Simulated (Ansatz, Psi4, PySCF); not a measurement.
Process, species as SMILES: C=CCC#N + 7 [H][H] (H2) -> 4 C (CH4) + N (NH3)

Wanted: energy of full hydrogenation (electronic), in kcal/mol. Conventions: non-relativistic; frozen cores in correlated levels; dispersion terms only where a functional's name holds one; 6-31G* and kin with 6d, 5d where marked; no spin-orbit coupling. Basis-set limits of correlation are two-point, X^-3; Hartree-Fock from the larger set. The bracket is a focal-point correction in the basis named. First-principles rows: single points at B3LYP-D3(BJ) geometries (Ansatz, a program for electronic structure).

```json
[
 {"species": "C=CCC#N", "coefficient": "-1", "E at wB97X-D/6-31G* (Psi4), Eh": "-210.06557", "E at M06-2X/def2-TZVPD (PySCF), Eh": "-210.12967"},
 {"species": "[H][H] (H2)", "coefficient": "-7", "E at wB97X-D/6-31G* (Psi4), Eh": "-1.17193", "E at M06-2X/def2-TZVPD (PySCF), Eh": "-1.16852"},
 {"species": "C (CH4)", "coefficient": "+4", "E at wB97X-D/6-31G* (Psi4), Eh": "-40.50183", "E at M06-2X/def2-TZVPD (PySCF), Eh": "-40.50048"},
 {"species": "N (NH3)", "coefficient": "+1", "E at wB97X-D/6-31G* (Psi4), Eh": "-56.52922", "E at M06-2X/def2-TZVPD (PySCF), Eh": "-56.55130"}
]
```

Coupled cluster (Ansatz) is a level with limits of its own, used here on species with T1 under 0.025 (0.045 for open shells) and stable references: RI-MP2/CBS(aug-cc-pVTZ,aug-cc-pVQZ)+[CCSD(T)-MP2]/aug-cc-pVTZ. Value to compare with, RI-MP2/CBS(aug-cc-pVTZ,aug-cc-pVQZ)+[CCSD(T)-MP2]/aug-cc-pVTZ (Ansatz): -156.3 kcal/mol. 1 Eh = 627.5095 kcal/mol.

Compute it at each level from the table, and compare with RI-MP2/CBS(aug-cc-pVTZ,aug-cc-pVQZ)+[CCSD(T)-MP2]/aug-cc-pVTZ (Ansatz).


- wB97X-D/6-31G*: the sum of coefficient times E is -0.26746 Eh, or -167.83 kcal/mol. Result: -167.8 kcal/mol. Its difference against RI-MP2/CBS(aug-cc-pVTZ,aug-cc-pVQZ)+[CCSD(T)-MP2]/aug-cc-pVTZ (Ansatz) is -11.5 kcal/mol.
- M06-2X/def2-TZVPD: the sum of coefficient times E is -0.24391 Eh, or -153.06 kcal/mol. Result: -153.1 kcal/mol. Its difference against RI-MP2/CBS(aug-cc-pVTZ,aug-cc-pVQZ)+[CCSD(T)-MP2]/aug-cc-pVTZ (Ansatz) is 3.2 kcal/mol.
